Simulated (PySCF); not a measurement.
# [SO3]-: one geometry, several methods

Aim: at the PBE0 minimum of doublet [SO3]-, found before, compare methods on energies and levels.

Method: several methods, basis S def2-TZVPD, O def2-TZVPD, no relativity, density fitting; program: PySCF 2.14.0.

## 1. The starting structure

4 atoms, charge -1, spin multiplicity 2.

Bond lengths: S1–O2 1.473 Å, S1–O3 1.473 Å, S1–O4 1.473 Å. Angles: O2–S1–O3 114.1°, O2–S1–O4 114.1°, O3–S1–O4 114.1°.

Coordinates in bohr (charge -1 multiplicity 2):
```
S     0.0000    0.0000   -0.4138
O     2.6973    0.0000    0.2757
O    -1.3487    2.3359    0.2757
O    -1.3486   -2.3360    0.2757
```

## 2. PBE0

One driver script runs all steps and calls PySCF; scf.py shows the equivalent input of each level. Each SCF starts from the density of the minimum. The driver also runs the species with one electron less or more at the same geometry (one less: multiplicity 1); their logs are not shown.

scf.py

```python
from pyscf import gto, scf, dft
mol = gto.M(atom='''
S      0.000000     0.000000    -0.218994
O      1.427371     0.000023     0.145916
O     -0.713706     1.236128     0.145915
O     -0.713666    -1.236151     0.145914''',
    basis={'S': 'def2-TZVPD', 'O': 'def2-TZVPD'},
    charge=-1, spin=1)
mf = dft.UKS(mol, xc='PBE0')
mf.grids.atom_grid = (99, 590)
aux = {'S': 'def2-universal-JKFIT', 'O': 'def2-universal-JKFIT'}
mf = mf.density_fit(auxbasis=aux)
mf.kernel()
```

## 3. HF

scf.py, as its differences from that of step 2:

```diff
@@ -9,2 +9 @@
-mf = dft.UKS(mol, xc='PBE0')
-mf.grids.atom_grid = (99, 590)
+mf = scf.UHF(mol)
```

## 4. PBE

scf.py, as its differences from that of step 3:

```diff
@@ -9 +9,2 @@
-mf = scf.UHF(mol)
+mf = dft.UKS(mol, xc='PBE')
+mf.grids.atom_grid = (99, 590)
```

## 5. r2SCAN

scf.py, as its differences from that of step 4:

```diff
@@ -9 +9 @@
-mf = dft.UKS(mol, xc='PBE')
+mf = dft.UKS(mol, xc='R2SCAN')
```

## 6. B3LYP

scf.py, as its differences from that of step 5:

```diff
@@ -9 +9 @@
-mf = dft.UKS(mol, xc='R2SCAN')
+mf = dft.UKS(mol, xc='B3LYP')
```

## 7. TPSSh

scf.py, as its differences from that of step 6:

```diff
@@ -9 +9 @@
-mf = dft.UKS(mol, xc='B3LYP')
+mf = dft.UKS(mol, xc='TPSSH')
```

(Steps that only read results are left out.)

What does the calculation give? Wanted: vertical ionisation energy, range; orbital gap, range.

**Answer**, as computed:

| quantity | value |
| --- | --- |
| vertical ionisation energy, range | 3.16 (PBE) to 3.78 (HF) eV |
| orbital gap, range | 1.22 (PBE) to 10.08 (HF) eV |

In words: The vertical ionisation energy spreads over 0.62 eV, from PBE to HF; without a CCSD(T) value for it there is no yardstick here.
